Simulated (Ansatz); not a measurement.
1T (CdI2-type) ZrS2, treated with PBEsol (Ansatz, a first-principles code, plane waves, PAW).

Numerical settings: plane-wave cutoff 520 eV, 12×12×6 k mesh (along the axes of the cell as run), Fermi–Dirac smearing 0.01 eV, scalar-relativistic PAW data made under PBE.

Starting structure:

```xyz
3
Lattice="3.6600 0.0000 0.0000 -1.8300 3.1697 0.0000 0.0000 0.0000 5.8200" Properties=species:S:1:pos:R:3 pbc="T T T"
Zr     0.0000     0.0000     0.0000
S      0.0000     2.1131     1.4550
S      1.8300     1.0566     4.3650
```

Question: Into what structure does the relaxation of cell and atoms lead at this level, with the symmetry of the start kept?

Answer: The volume falls by 0.7 %; final space group P-3m1.
```xyz
3
Lattice="3.6273 0.0000 0.0000 -1.8136 3.1413 0.0000 0.0000 0.0000 5.8862" Properties=species:S:1:pos:R:3 pbc="T T T"
Zr     0.0000     0.0000     0.0000
S      0.0000     2.0942     1.4531
S      1.8136     1.0471     4.4331
```

Note: the cell comes from a level without a dispersion term, which matters for the spacing of layers, chains or molecules; the cell has widely spaced layers and the level no dispersion term, so their spacing and the moduli can rest on weak binding.
